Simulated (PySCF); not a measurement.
**Reproducing measurements on C3H3NS**

**What was measured.**

From NIST CCCBDB Release 22 (SRD 101), experimental dipoles, for the gas: dipole moment (microwave Stark effect) 1.62 D.

The results are set against them at the end.

Species: C₃H₃NS.
Numbering: `[cH:1]1[cH:2][s:3][cH:4][n:5]1` (hydrogens: H6 on C1; H7 on C2; H8 on C4)

Geometry (BHandHLYP/def2-SVP, Å), atoms numbered from 1 in this order:
```
atom  x, y, z in Å
C1     0.760    0.237   -0.211
C2     0.860    0.022    1.126
S3    -0.687   -0.365    1.762
C4    -1.342   -0.205    0.174
N5    -0.491    0.107   -0.738
H6     1.589    0.497   -0.858
H7     1.740    0.070    1.750
H8    -2.399   -0.361   -0.008
```

Runs made with PySCF (gas phase, on this BHandHLYP/def2-SVP geometry; no spin–orbit coupling):

```
                           level                                          job  basis functions  wall time
BHandHLYP/def2-SVP, grid level 1  geometry optimisation from a GFN2-xTB start               89       18 s
```

Hardware: one thread of an Arm Neoverse V1, no GPU, shared host.

**Comparison with experiment**

**Dipole moment.** Measured: 1.62 D (NIST CCCBDB Release 22 (SRD 101), experimental dipoles).

| level | computed (D) | computed − measured (D) | % (from the printed values) |
| --- | --- | --- | --- |
| BHandHLYP/def2-SVP | 1.58 | -0.04 | -2 |

The computed dipoles belong to one fixed geometry; measured ones are averaged over vibrations unless marked μe. Magnitudes are compared, not signs.

No measured geometry was used, and the causes of the misses weren't examined.
